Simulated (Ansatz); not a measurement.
A made-up structure of H2S3O, closed shell:

```xyz
6
angstrom
O -0.0018 1.5988 -1.0281
S 0.4258 1.4142 0.5561
S 1.2380 -0.4039 0.7218
S -0.2816 -1.7668 1.0763
H -0.9133 1.2974 -1.1230
H 0.5636 1.6771 -1.8124
```

It is relaxed with PBE-D4/def2-SVP and then PBE0-D4/def2-TZVP (Ansatz 0.2.0). Atoms count as bonded within 1.22 times the sum of their covalent radii (H–H: 0.88 Å). The end point is not checked to be a true minimum.

**Question.** Does its bonding change? (Judge from chemistry; the calculation decides.)

**Answer.** Computed: Yes. Formed: none; broken: O1–S2.

Where it ends: The first stage lowers the energy by 2.66 eV in 11 steps. It ends as a complex of H₂O + S₃:
O1  (-0.446, 1.723, -1.706)
S2  (1.158, 1.268, 1.401)
S3  (0.581, -0.545, 1.496)
S4  (-0.029, -1.386, -0.101)
H5  (0.156, 1.993, -1.006)
H6  (-0.389, 0.763, -1.693)
(Å)

For scale, one of the runs: PBE0-D4/def2-TZVP relaxation, 154 basis functions, launched by `ansatz run in.yaml --threads 2 --pin off --events-out ev --progress --plain --max-ram 4352MiB`. The run took about 3 min on 2 CPU threads of an Arm Neoverse V2 (shared host).
